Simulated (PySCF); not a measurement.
# C3H6F2: the cost of one run

Programs: PySCF 2.14.0, with density-fitted response routines of our own. Each step states its level of theory. These are calculated values for one molecule in the gas phase, unless marked as measured. Atoms count from 0, in the outputs and in this text.

## Step 1: The starting structure

11 atoms, charge 0, multiplicity 1; geometry from: MMFF94s. The atoms were then displaced at random by about 0.03 Å, so the start is not that level's minimum.

Bonds of the start (Å): C0–C1 1.56, C1–F2 1.38, C1–C3 1.44, C3–F4 1.47, C0–H5 1.18, C0–H6 1.10, C0–H7 1.04, C1–H8 1.11, C3–H9 1.07, C3–H10 1.12.

## Step 2: Optimising the geometry at PBE0-D3(BJ)/def2-SVP

What the job is given:

```
{"job": {"xc": "PBE0", "basis": "def2-SVP", "d3": "d3bj", "grid": 1, "shake": 0.03, "kind": "geom"}, "charge": 0, "multiplicity": 1}
C      1.349280     0.123850     0.078820
C     -0.020540    -0.579860    -0.149350
F     -0.095540    -0.983740    -1.470030
C     -1.126100     0.300330     0.117990
F     -2.346920    -0.512440     0.089110
H      1.324290     1.084100    -0.605230
H      1.415030     0.536390     1.101620
H      2.192680    -0.418330    -0.190270
H     -0.030660    -1.449620     0.537860
H     -1.364800     1.047800    -0.615260
H     -1.198660     0.766030     1.135640
```

Launch:

```
$ OMP_NUM_THREADS=1 python probes_run.py task.json out
```

One launch serves the whole session: the jobs run in the order shown.

**Question.** How long does this first job take on 1 thread of Arm Neoverse N1, shared host, and how much memory does it need?

About 44 s, with a peak of 0.41 GiB.
